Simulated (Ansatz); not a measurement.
Consider the isomerisation: `C/C=C/C=O` → `C=C=CCO`.

Isolated molecules relaxed with PBE0-D4/def2-TZVP in Ansatz; ΔE leaves out vibrations. CCSD(T)/CBS is the MP2 limit (def2-TZVPP, def2-QZVPP) plus CCSD(T) − MP2 in def2-TZVPP, frozen cores. DFT in def2-TZVPP. One conformer a species, not always the lowest.

```json
{"level": "r2SCANh-D4", "ΔE (eV)": "1.24"}
{"level": "ωB97X-V", "ΔE (eV)": "1.25"}
{"level": "r2SCAN0", "ΔE (eV)": "1.23"}
{"level": "CCSD(T)/def2-SVP", "ΔE (eV)": "1.43"}
```

(1) What does CCSD(T)/CBS give? (Estimate.)

(2) What do rigid-rotor, harmonic-oscillator terms from PBE0-D4/def2-TZVP frequencies (298.15 K, 1 bar) make of the CCSD(T)/CBS value? (Best estimate.)

Largest T1 diagnostic among the species: 0.014.

Answers

(1) Computed: +1.19 eV. The listed levels differ from it by 0.05, 0.06, 0.04, 0.24 eV.

(2) Computed: ΔZPE = 0.00 eV, ΔH = +1.19 eV, ΔS = 4 J/(mol·K), ΔG = +1.18 eV.

In def2-TZVPP, CCSD(T) changes the Hartree–Fock value by −0.10 eV (the triples alone add +0.01 eV) and MP2 by −0.06 eV. Leaving LDA and LC-ωPBE aside and taking each functional with its dispersion term where it has one, the values, not all of them listed here, spread over 0.10 eV, from ωB97M-V to B97M-V. LDA lies −0.09 eV from PBE without D4. At CCSD(T), def2-SVP lies +0.24 eV from the extrapolated value and def2-TZVPP +0.04 eV.
